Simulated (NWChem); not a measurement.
The numbers come from NWChem runs, not from measurements. System: C, charge 0, spin multiplicity 3. Its SCF solution wasn't tested for a lower state. Level: UB3LYP/def2-TZVP, VWN1-RPA local correlation.

Input file:

```
start mol
memory heap 200 mb stack 900 mb global 1100 mb
geometry units angstroms nocenter noautoz
  C      0.000000     0.000000     0.000000
  symmetry group D2h
end
basis spherical
  * library def2-tzvp
end
dft
  xc b3lyp
  odft
  mult 3
  semidirect memsize 60000000 filesize 0
  iterations 100
end
task dft energy
```

NWChem printed:

```
             Northwest Computational Chemistry Package (NWChem) 7.3.0
             --------------------------------------------------------

                                NWChem Input Module
                                -------------------

 Scaling coordinates for geometry "geometry" by  1.889725989
 (inverse scale =  0.529177249)

                             Geometry "geometry" -> ""
                             -------------------------

 Output coordinates in angstroms (scale by  1.889725989 to convert to a.u.)

  No.       Tag          Charge          X              Y              Z
 ---- ---------------- ---------- -------------- -------------- --------------
    1 C                    6.0000     0.00000000     0.00000000     0.00000000

 Effective nuclear repulsion energy (a.u.)       0.0000000000

            Nuclear Dipole moment (a.u.)
            ----------------------------
        X                 Y               Z
 ---------------- ---------------- ----------------
     0.0000000000     0.0000000000     0.0000000000

      Symmetry information
      --------------------

 Group name             D2h
 Group number             26
 Group order               8
 No. of unique centers     1

      Symmetry unique atoms

     1


 Summary of "ao basis" -> "" (spherical)
 ------------------------------------------------------------------------------
       Tag                 Description            Shells   Functions and Types
 ---------------- ------------------------------  ------  ---------------------
 *                         def2-tzvp                  on all atoms

                                 NWChem DFT Module
                                 -----------------

 Summary of "ao basis" -> "ao basis" (spherical)
 ------------------------------------------------------------------------------
       Tag                 Description            Shells   Functions and Types
 ---------------- ------------------------------  ------  ---------------------
 C                         def2-tzvp                11       31   5s3p2d1f

 Summary of "ao basis" -> "ao basis" (spherical)
 ------------------------------------------------------------------------------
       Tag                 Description            Shells   Functions and Types
 ---------------- ------------------------------  ------  ---------------------
 C                         def2-tzvp                11       31   5s3p2d1f

      Symmetry analysis of basis
      --------------------------

        ag          9
        au          1
        b1g         2
        b1u         5
        b2g         2
        b2u         5
        b3g         2
        b3u         5

            General Information
            -------------------
          SCF calculation type: DFT
          Wavefunction type:  spin polarized.
          No. of atoms     :     1
          No. of electrons :     6
           Alpha electrons :     4
            Beta electrons :     2
          Charge           :     0
          Spin multiplicity:     3
          Use of symmetry is: on ; symmetry adaption is: on
          Maximum number of iterations: 100
          AO basis - number of functions:    31
                     number of shells:    11
          Convergence on energy requested:  1.00D-06
          Convergence on density requested:  1.00D-05
          Convergence on gradient requested:  5.00D-04

              XC Information
              --------------
                         B3LYP Method XC Potential
[...]
     Total iterative time =      0.1s

                  Occupations of the irreducible representations
                  ----------------------------------------------

                     irrep           alpha         beta
                     --------     --------     --------
                     ag                2.0          2.0
                     au                0.0          0.0
                     b1g               0.0          0.0
                     b1u               1.0          0.0
                     b2g               0.0          0.0
                     b2u               0.0          0.0
                     b3g               0.0          0.0
                     b3u               1.0          0.0

                    DFT Final Alpha Molecular Orbital Analysis
                    ------------------------------------------

 Vector    2  Occ=1.000000D+00  E=-5.891310D-01  Symmetry=ag
              MO Center=  1.2D-15,  1.0D-16, -1.0D-15, r^2= 8.2D-01
   Bfn.  Coefficient  Atom+Function         Bfn.  Coefficient  Atom+Function
  ----- ------------  ---------------      ----- ------------  ---------------
     4      0.520328  1 C  s                  3      0.438965  1 C  s
     2     -0.250073  1 C  s                  5      0.170413  1 C  s
     1     -0.115890  1 C  s

 Vector    3  Occ=1.000000D+00  E=-2.685379D-01  Symmetry=b1u
              MO Center= -9.3D-32, -8.2D-32,  1.0D-15, r^2= 1.1D+00
   Bfn.  Coefficient  Atom+Function         Bfn.  Coefficient  Atom+Function
  ----- ------------  ---------------      ----- ------------  ---------------
     8      0.491096  1 C  pz                11      0.426190  1 C  pz
    14      0.276520  1 C  pz

 Vector    4  Occ=1.000000D+00  E=-2.685379D-01  Symmetry=b3u
              MO Center= -1.1D-15,  8.3D-32,  1.1D-31, r^2= 1.1D+00
   Bfn.  Coefficient  Atom+Function         Bfn.  Coefficient  Atom+Function
  ----- ------------  ---------------      ----- ------------  ---------------
     6      0.491096  1 C  px                 9      0.426190  1 C  px
    12      0.276520  1 C  px

 Vector    5  Occ=0.000000D+00  E=-1.561926D-01  Symmetry=b2u
              MO Center=  8.1D-17, -9.5D-15, -3.3D-16, r^2= 1.3D+00
   Bfn.  Coefficient  Atom+Function         Bfn.  Coefficient  Atom+Function
  ----- ------------  ---------------      ----- ------------  ---------------
     7      0.444769  1 C  py                10      0.399516  1 C  py
    13      0.361364  1 C  py

 Vector    6  Occ=0.000000D+00  E= 1.369038D-01  Symmetry=ag
              MO Center= -2.4D-29,  9.3D-15,  1.2D-30, r^2= 4.0D+00
   Bfn.  Coefficient  Atom+Function         Bfn.  Coefficient  Atom+Function
  ----- ------------  ---------------      ----- ------------  ---------------
     5      2.059114  1 C  s                  4     -1.808558  1 C  s
     2      0.111879  1 C  s                  1      0.057556  1 C  s

 Vector    7  Occ=0.000000D+00  E= 2.154130D-01  Symmetry=b3u
              MO Center= -2.0D-17, -5.6D-33,  3.9D-32, r^2= 4.0D+00
   Bfn.  Coefficient  Atom+Function         Bfn.  Coefficient  Atom+Function
  ----- ------------  ---------------      ----- ------------  ---------------
    12      1.281839  1 C  px                 9     -0.709030  1 C  px
     6     -0.297895  1 C  px

                     DFT Final Beta Molecular Orbital Analysis
                     -----------------------------------------

 Vector    1  Occ=1.000000D+00  E=-1.027726D+01  Symmetry=ag
              MO Center=  2.3D-38, -3.7D-38,  1.8D-38, r^2= 2.8D-02
   Bfn.  Coefficient  Atom+Function         Bfn.  Coefficient  Atom+Function
  ----- ------------  ---------------      ----- ------------  ---------------
     2      0.610187  1 C  s                  1      0.467313  1 C  s
     3      0.029572  1 C  s

 Vector    2  Occ=1.000000D+00  E=-4.797353D-01  Symmetry=ag
              MO Center= -9.0D-18, -3.2D-17,  3.1D-18, r^2= 9.0D-01
   Bfn.  Coefficient  Atom+Function         Bfn.  Coefficient  Atom+Function
  ----- ------------  ---------------      ----- ------------  ---------------
     4      0.491049  1 C  s                  3      0.403244  1 C  s
     2     -0.237738  1 C  s                  5      0.237759  1 C  s
     1     -0.111604  1 C  s

 Vector    3  Occ=0.000000D+00  E=-1.274606D-01  Symmetry=b2u
              MO Center=  1.1D-16,  1.2D-14,  1.2D-15, r^2= 1.4D+00
   Bfn.  Coefficient  Atom+Function         Bfn.  Coefficient  Atom+Function
  ----- ------------  ---------------      ----- ------------  ---------------
     7      0.431409  1 C  py                13      0.408818  1 C  py
    10      0.371331  1 C  py

 Vector    4  Occ=0.000000D+00  E=-8.151312D-02  Symmetry=b1u
              MO Center= -2.6D-30,  3.5D-29, -3.0D-18, r^2= 1.6D+00
   Bfn.  Coefficient  Atom+Function         Bfn.  Coefficient  Atom+Function
  ----- ------------  ---------------      ----- ------------  ---------------
    14      0.481018  1 C  pz                 8      0.409745  1 C  pz
    11      0.326618  1 C  pz

 Vector    5  Occ=0.000000D+00  E=-8.151312D-02  Symmetry=b3u
              MO Center=  9.1D-18, -2.2D-30,  1.6D-30, r^2= 1.6D+00
   Bfn.  Coefficient  Atom+Function         Bfn.  Coefficient  Atom+Function
  ----- ------------  ---------------      ----- ------------  ---------------
    12      0.481018  1 C  px                 6      0.409745  1 C  px
     9      0.326618  1 C  px

   alpha - beta orbital overlaps
   -----------------------------

   alpha      1      2      3      4      5      6      7      8      9     10
    beta      1      2      4      5      3      6      8      9      7     14
 overlap   1.000  0.998  0.985  0.985  0.999  0.999  0.984  0.984  0.999  1.000

   alpha     11     12     13     14     15     16     17     18     19     20
    beta     13     11     12     10     15     17     18     16     23     22
 overlap   1.000  1.000  1.000  0.999  0.999  0.999  0.999  1.000  1.000  1.000

   alpha     21     22     23     24     25     26     27     28     29     30
    beta     24     25     20     21     19     30     29     27     28     26
 overlap   1.000  1.000  1.000  1.000  1.000  1.000  1.000  1.000  1.000  1.000

   alpha     31
    beta     31
 overlap   1.000

     --------------------------
     Expectation value of S2:
     --------------------------
      <S2> =      2.0037 (Exact =     2.0000)

 Task  times  cpu:        0.2s     wall:        0.2s

 Total times  cpu:        0.2s     wall:        0.2s
```
